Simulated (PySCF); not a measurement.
## Relaxation of triplet SiN₂

These are results of UPBE0 in PySCF with Si def2-TZVP, N def2-TZVP; no relativity; density-fitted integrals, not measurements. A (50,194) grid was used.

A hand-made side-on start, of C2v symmetry, held to at least that symmetry:

```xyz
3
charge 0 multiplicity 3, angstrom
Si    0.0000    0.0000   -0.9156
N     0.6000    0.0000    0.9147
N    -0.6000    0.0000    0.9147
```

**Question.** What forces act on the atoms at the start (eV/Å)?

**Answer.** 
```
atom     Fx    Fy     Fz
 Si1   0.00  0.00  -2.16
  N2  -3.90  0.00   1.08
  N3   3.90  0.00   1.08
```

**Question.** What does it relax to?

**Answer.** It ends at C2v with N–N 1.091 Å. The molecule has come apart into Si + N₂. A frequency run shows 1 imaginary mode, down to 39i cm⁻¹, so it is a saddle point.

**Question.** How much energy is released, and in how many steps?

**Answer.** 45.3 kJ/mol in 13 steps.

The relaxation took 16 s on 2 threads of a shared Arm Neoverse V2 host, with 99 basis functions and 14 gradients; the process peaked at 0.52 GiB. Launch command: `OMP_NUM_THREADS=2 python axn.py task.json out`.
